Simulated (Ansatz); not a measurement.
`SCC1CO1` + HCl → `ClCC1CO1` + H₂S at 700 K and 1 bar (substitution at a C–S bond).

Program: Ansatz. Geometries: PBE0-D4/def2-TZVP. ΔE: electronic, gas phase. CCSD(T)/CBS is the MP2 limit (def2-TZVPP, def2-QZVPP) plus CCSD(T) − MP2 in def2-TZVPP, frozen cores. This one scheme is used for every species. Each species was taken in one conformer, which may not be the lowest.

```csv
species,CCSD(T)/CBS energy (Eh),H − E (kJ/mol),S (J/(mol·K))
`SCC1CO1`,-590.66546,295.9,427.3
HCl,-460.38127,38.4,211.8
`ClCC1CO1`,-652.06885,267.1,408.1
H₂S,-398.97279,64.8,236.9
```

H − E and S are ideal-gas, rigid-rotor, harmonic terms from PBE0-D4/def2-TZVP, for one conformer and one mirror image of each species. 1 Eh = 2625.50 kJ/mol, R = 8.31446 J/(mol·K).

Problem. By hand: ΔE, ΔH, ΔS and ΔG.

Solution. ΔE = (-652.06885) + (-398.97279) − (-590.66546) − (-460.38127) = 0.00509 Eh = 13.4 kJ/mol. Δ(H − E) = 267.1 + 64.8 − 295.9 − 38.4 = -2.4, so ΔH = 11.0 kJ/mol. ΔS = 408.1 + 236.9 − 427.3 − 211.8 = 5.9 J/(mol·K). ΔG = 11.0 − 700 × (5.9)/1000 = 6.9 kJ/mol.

Problem. By hand: the equilibrium constant, and the temperature at which ΔG would vanish if ΔH and ΔS stayed fixed.

Solution. log₁₀ K = −ΔG/(RT ln 10) = -0.5. ΔG = 0 at ΔH/ΔS = 1864 K, though so small a ΔS makes that figure unsure.

TΔS isn't small against ΔH here. A doubt of 5 kJ/mol in ΔE shifts log₁₀ K by 0.4 here. Other conformers and mirror images would add mixing entropy, several J/(mol·K) or more a flexible species. These are equilibria of isolated gas molecules and say nothing of rates. Largest T1 diagnostic: 0.011 (customary marks: 0.02 for closed shells, 0.045 for open ones).
